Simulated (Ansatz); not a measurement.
Energy needed to pull apart SiNH2F (SMILES N[Si]F), singlet, into free ground-state atoms, from the structure below (displaced at random from a GFN2-xTB minimum); no zero-point or spin–orbit terms; open-shell atoms are treated unrestricted, in their ground-state multiplicity.

N1  (-0.589, 0.282, -0.231)
Si2  (0.102, -0.914, 1.060)
F3  (1.588, -0.912, 0.469)
H4  (-0.195, 1.407, 0.022)
H5  (-0.653, 0.021, -1.005)
(Å)

Program: Ansatz 0.2.0. Basis: def2-TZVPP. Cores are frozen in the correlated methods.

| method | atomization energy (eV) |
| --- | --- |
| PBE-D4 | 16.35 |
| BLYP-D4 | 16.27 |
| r2SCAN-D4 | ? |
| PBE0-D4 | 15.66 |
| HSE06-D4 | 15.68 |
| wB97M-V | 16.15 |
| HF | 9.76 |
| MP2 | 15.69 |
| CCSD | ? |
| CCSD(T) | 15.28 |

Problem. What does r2SCAN-D4 give? (Judge from chemistry; the value comes from the calculation.)

Solution. Computed: 15.71 eV, which is about 0.43 eV more than CCSD(T)/def2-TZVPP.

Problem. What does CCSD give? (To be estimated.)

Solution. By the calculation: 14.93 eV, which is about 0.34 eV less than CCSD(T)/def2-TZVPP.

In triple zeta the MP2 and coupled-cluster atomization energies are still short of their basis limit by a few kcal/mol a bond, whereas those of the functionals are nearly converged, so these differences are not deviations from converged CCSD(T).

No T1 diagnostic of these runs exceeds 0.015. The restricted Hartree–Fock reference is unstable towards an unrestricted one here.

For scale, one of the runs: CCSD(T)/def2-TZVPP forces, 132 basis functions, launched by `ansatz run in.yaml --threads 4 --pin off --events-out ev --progress --plain --max-ram 5222MiB`. The run took 39 s on 4 CPU threads of an Arm Neoverse N1 (shared host), with 1.2 GiB of host memory at its peak.
